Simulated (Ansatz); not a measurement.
Results of revPBE (Ansatz, an electronic-structure program, PAW) for fcc Cu.

Input:

Ansatz 0.2 input:
```yaml
crystal:
  lattice:
    - [0.0, 1.8541706094, 1.8541706094]
    - [1.8541706094, 0.0, 1.8541706094]
    - [1.8541706094, 1.8541706094, 0.0]
  atoms:
    - { symbol: Cu, position: [0.0, 0.0, 0.0] }
basis:
  ecutwfc: 520
  ecutrho_ratio: 4
  xc_grid: 2
kpoints:
  mp_grid: { grid: [26, 26, 26] }
hamiltonian:
  xc: revpbe
  dispersion: none
  pseudopotentials: { kind: paw }
scf:
  occupations: { method: fermi_dirac, width: 0.05 }
  convergence: { dr2_threshold: 0.0000000001 }
output:
  forces: false
  stress: true
  eigenvalues: true
```

The run printed, among other lines:

```
Crystal: 1 atoms, lattice volume = 12.749 Å³
Basis set: ecut = 520 eV, 331 PW (Γ), exchange–correlation on 40×40×40 points (8 copies of the dense FFT grid, shifted against one another)
Bands: 14, of which v1, the nominal top of the filled ones, is band 10 counted from 1 (9 counted from 0)
Symmetry: 48 space group operations
Space group: Fm-3m (ITA 225), of the structure as read, at distance tolerance 2.3e-5 Å
k-points: 511 of 17576
Functional: x = revpbe(κ = 1.245, μ = 0.2195149727645171), c = pbe(β = 0.06672455060314922)
SCF iter   1: F=—  HF=-6628.872360 eV  |F-HF|=—  |Δ(HF+E_count)|=         —  Δρ=6.97e-3  dr2=3.15e-3
SCF iter   2: F=—  HF=-6628.872009 eV  |F-HF|=—  |Δ(HF+E_count)|=   3.51e-4  Δρ=6.99e-4  dr2=1.94e-5
  ...
SCF iter   5: F=—  HF=-6628.872038 eV  |F-HF|=—  |Δ(HF+E_count)|=   8.26e-6  Δρ=1.17e-6  dr2=2.81e-11
SCF iter   6: F=-6628.872038 eV  HF=-6628.872038 eV  |F-HF|=2.73e-12  |Δ(HF+E_count)|=  6.64e-11  Δρ=2.36e-7  dr2=1.18e-12
SCF 1 converged in 6 iterations: F = -6628.872038 eV  dr2 = 1.18e-12
SCF converged after 6 iterations
Free energy (F): -6628.872038 eV
Internal energy: -6628.869864 eV  (E = F + TS)
E sigma→0 (E₀):  -6628.870951 eV
Fermi energy:    15.311286 eV
--- Stress (GPa, compression-positive) ---
       -4.560720       0.000000       0.000000
        0.000000      -4.560720       0.000000
        0.000000       0.000000      -4.560720
  P = ⅓ Tr σ = -4.5607 GPa (-45.607 kbar)
```

The cell is one volume of an energy–volume scan, off the minimum.

The PAW data were made under PBE.

Computing time: very roughly 4 core-seconds.
